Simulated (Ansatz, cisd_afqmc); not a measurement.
Species: CH4O, charge 0, singlet. CH4O (SMILES CO).
B3LYP-D3(BJ)/def2-TZVP minimum from Ansatz (a quantum-chemistry and plane-wave program):
```
C
H 1 1.0891
H 1 1.0957 2 108.34
H 1 1.0957 2 108.34 3 -117.92
O 1 1.4207 2 106.80 3 121.04
H 5 0.9621 1 108.72 2 -180.00
```

Total energies in cc-pVTZ, 14 correlated electrons, 2 frozen orbitals. Radicals and triplets start from unrestricted determinants; spin-orbit coupling is neglected. Cores are frozen in correlated methods. No relativity. AFQMC is phaseless with a CISD trial state; ± is one standard error, without the phaseless bias. Outlying blocks are dropped, and bars are widened where a walk drifts. Over all cases where full CI ran beside it in this data, AFQMC minus full CI had a median of +0.1 mEh and passed +0.4 mEh in a tenth of the cases.

| method | program | energy (Eh) | minus CCSDT(Q) (mEh) |
|---|---|---|---|
| HF | Ansatz | -115.08908 | 462.52 |
| MP2 | Ansatz | -115.51737 | 34.23 |
| CCSD | Ansatz | -115.53594 | 15.66 |
| CCSD(T) | Ansatz | -115.55073 | 0.87 |
| CCSDT(Q) | Ansatz | -115.55160 | 0.00 |
| AFQMC/CISD | cisd_afqmc | -115.5515 ± 0.0003 | 0.1 ± 0.3 |

Rough core times of Ansatz's runs on a shared machine: CCSD(T) under 20 s, CCSDT(Q) 9 min.
